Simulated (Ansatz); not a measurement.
Rock-salt TiN was calculated with HSE06 (plane waves, PAW; Ansatz, a first-principles code).

Numerical settings: plane-wave cutoff 500 eV, 10×10×10 k mesh, Fermi–Dirac smearing 0.05 eV, no spin polarisation, scalar-relativistic PAW data made under PBE.

Computed at the level's own relaxed cell.

Q: Give the computed equilibrium volume per atom and equilibrium lattice constant a.

A: 
equilibrium volume per atom: 9.31 Å³/atom
equilibrium lattice constant a: 4.207 Å

Measured, for comparison: equilibrium volume per atom 9.52 Å³/atom, lattice constant a 4.239 Å (temperature not stated, no zero-point or thermal correction; as tabulated in Zhang et al. (2018), doi:10.1088/1367-2630/aac7f0). Computed (rounded) less measured: equilibrium volume per atom -2.2 %, lattice constant a -0.8 %. A static lattice is as a rule a little smaller and stiffer than an uncorrected measurement, which narrows the difference in the lattice constant a and would widen misses of the other sign.

Note: exact exchange on metals is sensitive to the k mesh and can open a false gap; the run has no spin polarisation, so it can have missed a magnetic state.

The computed numbers hold no vibrational or temperature effects.
